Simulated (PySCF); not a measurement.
```xyz
3
charge 0 multiplicity 3, angstrom
Si    0.0000    0.0000    0.0000
H     0.0000    0.0000    1.4554
H     0.0000    0.0000   -1.4554
```

Computed with UB3LYP/[Si def2-TZVP, H def2-TZVP], no relativity, density fitting, PySCF.

This geometry of SiH2 is a stationary point at this level.

Question: What is the point group?

Answer: D∞h.

Question: Is it a minimum?

Answer: No: it has 2 imaginary modes (one degenerate set), at 1464i cm⁻¹ (πu).

Question: List the harmonic modes with their infrared intensities.

Answer: 
```
symmetry  ω (cm⁻¹)  IR (km/mol, summed over degenerate members)
      πu     1464i                                            –
     σg+      2298                                          0.0
     σu+      2413                                         12.3
```

Question: What are the dipole moment and the gap between the highest occupied and lowest empty levels of either spin?

Answer: 0.00 D and 2.98 eV.

In D∞h the vibrations span πu + σg+ + σu+. The σg+ mode carries no infrared intensity, as symmetry demands. With a centre of inversion only u modes can be infrared active and only g modes Raman active.

Only a few start shapes were tried, so a lower isomer may exist. At this level a triplet minimum of C2v symmetry lies 100 kJ/mol below this structure.
